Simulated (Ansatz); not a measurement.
Geometry optimisation, RKS BHLYP-D4/def2-SVP (Ansatz 0.2.0).

input.yaml

```yaml
crystal:
  periodic: [false, false, false]
  atoms:
    - { symbol: S, position_ang: [-0.92, 1.5233, -0.2437] }
    - { symbol: C, position_ang: [0.0999, 0.2609, -0.437] }
    - { symbol: C, position_ang: [0.14397, -0.43092, -1.54017] }
    - { symbol: C, position_ang: [1.32046, 0.1127, -1.15102] }
    - { symbol: H, position_ang: [-0.808, 2.1053, -1.4887] }
    - { symbol: H, position_ang: [-0.55151, -0.33025, -2.38845] }
    - { symbol: H, position_ang: [2.10431, -0.46656, -0.71999] }
    - { symbol: H, position_ang: [1.63983, 1.01371, -1.70329] }
basis:
  gaussian: { orbitals: def2-SVP }
hamiltonian:
  xc: { name: BHLYP }
  dispersion: d4
relax:
  f_tol: 0.015
  max_steps: 40
```

Command:

```bash
$ ansatz run input.yaml --threads 1 --pin off --max-ram 2048MiB --backend cpu --events-out ev --progress --plain --runs-dir out
```

Where does it end, and by what steps?

It converged. After 14 steps the energy has fallen by 2.022 eV; H5 moved furthest, 1.29 Å.

| step | energy less start (eV) | largest force component (eV/Å) | accepted |
| --- | --- | --- | --- |
| 0 | 0.0000 | 6.413 | yes |
| 1 | -0.9287 | 2.554 | yes |
| 2 | -1.3779 | 0.806 | yes |
| 3 | -1.6217 | 0.898 | yes |
| 4 | -1.7949 | 0.706 | yes |
| 5 | -1.8718 | 0.482 | yes |
| 6 | -1.9417 | 0.580 | yes |
| 7 | -1.9829 | 0.834 | yes |
| 8 | -2.0159 | 0.352 | yes |
| 9 | -1.9074 | 1.874 | no |
| 10 | -2.0177 | 0.216 | yes |
| 11 | -2.0217 | 0.079 | yes |
| 12 | -2.0219 | 0.026 | yes |
| 13 | -2.0219 | 0.016 | yes |
| 14 | -2.0219 | 0.004 | yes |

```xyz
8
Properties=species:S:1:pos:R:3
S -0.611 2.046 -0.170
C 0.137 0.768 -1.035
C 0.163 -0.200 -1.888
C 1.449 0.074 -1.173
H -1.831 1.929 -0.721
H -0.336 -0.814 -2.619
H 1.788 -0.594 -0.376
H 2.270 0.579 -1.690
```

Whether the end is a true minimum wasn't checked by a vibrational analysis.

Time of the run: 35 s on 1 thread of Arm Neoverse V2, with other jobs on the host, peak memory 0.15 GiB.
